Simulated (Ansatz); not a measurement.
# SiCN+ (singlet): wave-function methods side by side, cc-pVDZ

The task here is to estimate one member of a computed series from the others.

Program: Ansatz 0.2.0, Gaussian basis. Level of theory: cc-pVDZ, core rule «outside noble gas», up to 7 orbitals frozen. These are calculated values, not measurements.

The runs, in order: UHF; CCSD(T) on RHF; CCSD(T) on UHF; BCCD(T) on RHF; CISD; CCSDT(Q) on RHF; CCSDT(Q) on UHF; CASSCF and MRCISD+Q, 10 electrons in 11 orbitals; CASSCF and NEVPT2, 10 electrons in 11 orbitals.

15 further runs of the same task are left out: 4 that didn't finish, 11 set aside as unsound or not needed.

**What is computed**

The geometry is a PBE0/def2-TZVP stationary point (not a proven minimum) of the parent state, kept for this charge and spin.

3 atoms, charge 1, spin multiplicity 1.

Atoms are counted from 1 here; the program's logs count them from 0.

Bond lengths: N1–C2 1.163 Å, C2–Si3 1.842 Å. Angles: N1–C2–Si3 180.0°.

The first run:

Contents of in.yaml:

```yaml
crystal:
  periodic: [false, false, false]
  atoms:
    - {symbol: N, position_ang: [0.000000, 0.000000, -1.389100]}
    - {symbol: C, position_ang: [0.000000, 0.000000, -0.226600]}
    - {symbol: Si, position_ang: [0.000000, 0.000000, 1.615700]}
basis:
  gaussian: {orbitals: cc-pVDZ}
total_charge: 1
magnetization: {spin_polarized: true, initial_magnetization: 0}
hamiltonian: {xc: hf}
output: {orbitals: {seedname: orbitals}}
```

Launch:

```bash
ansatz run in.yaml --threads 1 --pin off --events-out ev --progress --plain --max-ram 2393MiB
```

Steps of the session up to this table: UHF; CCSD(T) on RHF; CCSD(T) on UHF; BCCD(T) on RHF; CISD; CCSDT(Q) on RHF; CCSDT(Q) on UHF; CASSCF and MRCISD+Q, 10 electrons in 11 orbitals; CASSCF and NEVPT2, 10 electrons in 11 orbitals.

One of the session's tables, all rows but one given; the rest of the session is left out.

| method | from RCCSDT(Q) (kcal/mol) |
| --- | --- |
| RHF | +231.95 |
| UHF | +231.32 |
| RMP2 | +23.20 |
| CISD | +35.71 |
| RCCSD | +12.39 |
| RCCSD(T) | ? |
| BCCD(T) | +1.60 |
| RCCSDT | +1.42 |
| RCCSDT(Q) | 0 |
| CASSCF valence | +116.74 |
| NEVPT2 valence | +24.23 |
| MRCISD valence | +8.46 |
| MRCISD+Q valence | +1.42 |

Q: Estimate the row for RCCSD(T) from the others.

The run gave: from RCCSDT(Q) (kcal/mol): +1.66. In the column «from RCCSDT(Q) (kcal/mol)» it lies between BCCD(T) (+1.60) and MRCISD valence (+8.46).

Not comparable, so not listed: CCSD(T) on UHF; CCSDT(Q) on UHF (they don't share determinant, frozen orbitals or solution with the rows shown, or repeat one).

Limits of these values: Warnings: restricted reference is unstable; spin contamination.
